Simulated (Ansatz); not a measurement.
BP₂⁻. The state is a singlet with charge -1. Geometry relaxed at PBE0-D4/def2-TZVPD.

```xyz
3

B    -0.002    0.001    0.004
P    -0.920    1.299   -0.721
P     0.922   -1.300    0.716
```

The restricted singlet is unstable: a solution with broken spin symmetry lies lower. At PBE0-D4/def2-TZVPD a triplet of charge -1 lies 0.92 eV below the restricted singlet, each at its own geometry. The structure comes from a short search, and lower isomers may exist.

(1) Estimate the harmonic wavenumbers at RKS PBE0-D4/def2-TZVPD (Ansatz, unscaled). Is this a minimum?

## Answers

(1) 134, 157, 507, 1172 cm⁻¹. Yes, no mode is imaginary beyond noise. Zero-point energy 11.8 kJ/mol. Run time 21 s (4 threads of Arm Neoverse V1 on a shared host).
